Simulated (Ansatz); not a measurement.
**AlHO (singlet): wave-function methods side by side at distance Al1–O2 = 2.353 Å, 6-31G**

How much of the correlation energy of AlHO (singlet) does each wave-function method recover here?

The runs use Ansatz 0.2.0, Gaussian basis; 6-31G, core rule «outside noble gas», up to 6 orbitals frozen.

To be run: UHF; CCSD(T) on RHF; BCCD(T) on RHF; CISD; CCSDT(Q) on RHF; CISDTQ; CCSDTQ on RHF; CASSCF and MRCISD+Q, 2 electrons in 2 orbitals; CASSCF and NEVPT2, 2 electrons in 2 orbitals; Full CI.

41 further runs of the same task are left out: 24 for a known fault of the program, 12 that didn't finish, 5 set aside as unsound or not needed.

### 1 The system

The geometry derives from a PBE0/def2-TZVP stationary point (not a proven minimum). One bond is set to the value named and the two fragments are kept rigid.

3 atoms, charge 0, spin multiplicity 1.

Atoms are counted from 1 here; the program's logs count them from 0.

Bond lengths: O2–H3 0.950 Å.

### 2 UHF

The input, in.yaml:

```yaml
crystal:
  periodic: [false, false, false]
  atoms:
    - {symbol: Al, position_ang: [0.000000, 0.000000, 1.885345]}
    - {symbol: O, position_ang: [0.000000, 0.000000, -0.467655]}
    - {symbol: H, position_ang: [0.000000, 0.000000, -1.417691]}
basis:
  gaussian: {orbitals: 6-31G}
magnetization: {spin_polarized: true, initial_magnetization: 0}
hamiltonian: {xc: hf}
output: {orbitals: {seedname: orbitals}}
```

The run is started by

```bash
ansatz run in.yaml --threads 1 --pin off --events-out ev --progress --plain --max-ram 2393MiB
```

Further steps of the session: CCSD(T) on RHF; BCCD(T) on RHF; CISD; CCSDT(Q) on RHF; CISDTQ; CCSDTQ on RHF; CASSCF and MRCISD+Q, 2 electrons in 2 orbitals; CASSCF and NEVPT2, 2 electrons in 2 orbitals; Full CI.

**Question.** What will the summary of the whole plan be? Wanted: FCI below the RHF energy; RMP2 from FCI; RCCSD from FCI; RCCSD(T) from FCI; RCCSDT(Q) from FCI; NEVPT2 pair from FCI; MRCISD+Q pair from FCI; T1 diagnostic; effectively unpaired electrons.

The runs gave:

```
                         quantity                                                  value
         FCI below the RHF energy                                             -4.9094 eV
                    RMP2 from FCI                                           +51.6 kJ/mol
                   RCCSD from FCI                                           +15.7 kJ/mol
                RCCSD(T) from FCI                                            +3.2 kJ/mol
               RCCSDT(Q) from FCI                                            -2.4 kJ/mol
             NEVPT2 pair from FCI                                           +50.3 kJ/mol
           MRCISD+Q pair from FCI                                            +7.6 kJ/mol
levels within 1 kcal/mol (43 meV)  RCCSD(T), BCCD(T), RCCSDT, CISDTQ, RCCSDT(Q), RCCSDTQ
                    T1 diagnostic                                                  0.042
   effectively unpaired electrons                                                   0.10
```

RCCSD(T) lands +3.2 kJ/mol from the yardstick (0.7 % of the correlation energy). RCCSDT(Q) falls below full CI, which methods that aren't variational can do. The occupations are near whole numbers, but T1 = 0.042 shows that the orbitals relax strongly. Of the multireference levels listed MRCISD+Q pair comes nearest in total energy (+7.6 kJ/mol), which doesn't show that its space is the better one. These misses are within one basis, not against nature.
